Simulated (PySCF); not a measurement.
All values below come from PySCF with PBE-D3(BJ)/def2-TZVP // PBE0-D3(BJ)/def2-TZVP. Isolated molecules, 0 K electronic values unless said otherwise. 

Reference species (SMILES): `F[Si](F)(F)F` (neutral, multiplicity 1).

S1 oscillator strength: 0.000
HOMO–LUMO gap: 10.06 eV
HOMO: -10.59 eV

Changed species: `Cl[Si](Cl)(Cl)Cl` (4 of 4 F replaced by Cl; the reference has 0 of 4 F replaced by Cl).

Q: Give the shifts of the S1 oscillator strength, HOMO–LUMO gap and HOMO.

A: the S1 oscillator strength stays essentially unchanged; the HOMO–LUMO gap drops by 3.54 eV, to 6.52 eV; the HOMO increases by 2.49 eV, to -8.10 eV.
